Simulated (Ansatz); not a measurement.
## Europium, bcc: convergence with cold smearing

Computed with Ansatz, PBE, scalar-relativistic PAW, on the relaxed cell (a = 4.388 Å; ferromagnetic, net 7.27 μB per atom). Errors count from a run at 420 eV on a Γ-centred 13×13×13 mesh with Fermi-Dirac smearing of 0.05 eV, extrapolated to zero width. Fixed here: cutoff 420 eV, mesh 10×10×10.

```tsv
width (eV)	E(σ→0) error (meV/atom)	F error (meV/atom)	P (GPa)	sphere moment (μB)	SCF iterations
0.01	1.8	1.7	-0.21	7.02	16
0.03	1.7	1.5	-0.15	7.02	18
0.1	0.9	0.4	-0.05	7.04	17
0.2	-0.7	48.9	-0.18	7.15	28
0.3	51.6	123.5	-0.24	7.13	21
0.6	204.5	299.4	-0.16	7.10	16
1.0	361.2	441.7	0.02	7.07	22
```
